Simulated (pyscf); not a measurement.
HO–BH–OH + H atom (H•) → [HO–B–OH]• + hydrogen (H₂), a hydrogen abstraction (doublet surface; B–H broken, H–H formed). PySCF, gas phase, ωB97X-D3(BJ)/def2-SVP geometries. Energies in eV from the separated reactants.

Small-basis levels: PySCF, no dispersion term, spherical d functions. Open shells are spin-unrestricted. 

**Question.** Quick SVWN5/6-31G* single points give ΔE‡ = 0.30 eV and ΔE = +0.29 eV. What does ωB97M-D3(BJ)/def2-TZVP give, and how far is the quick result from it?

**Answer.** ωB97M-D3(BJ)/def2-TZVP gives ΔE‡ = 0.71 eV and ΔE = +0.23 eV. SVWN5/6-31G* lies 0.41 eV under it in the barrier and 0.06 eV over it in the reaction energy, so on this step it does not hold to within 0.13 eV. ωB97M-D3(BJ)/def2-TZVP has limits of its own. One saddle was located; it need not be the lowest between these sides. The angle at the transferred H is 180°.
